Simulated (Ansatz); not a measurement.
We consider hcp Be, described by revPBE (Ansatz, a quantum-chemistry and plane-wave program, plane waves, PAW).

Numerical settings: plane-wave cutoff 520 eV, 30×30×16 k mesh (along the axes of the cell as run), Fermi–Dirac smearing 0.05 eV, scalar-relativistic PAW data made under PBE.

The cell is scaled about its equilibrium volume:

Shape and atoms are relaxed at each volume.

| V (Å³/atom) | P (GPa) | c (Å) | a (Å) |
|---|---|---|---|
| 7.760 | 5.17 | 3.542 | 2.249 |
| 7.921 | 2.47 | 3.564 | 2.266 |
| 8.083 | 0.00 | 3.586 | 2.282 |
| 8.245 | -2.27 | 3.608 | 2.297 |
| 8.406 | -4.35 | 3.629 | 2.313 |

Note: the bulk modulus comes from volumes at which shape and atoms were relaxed.
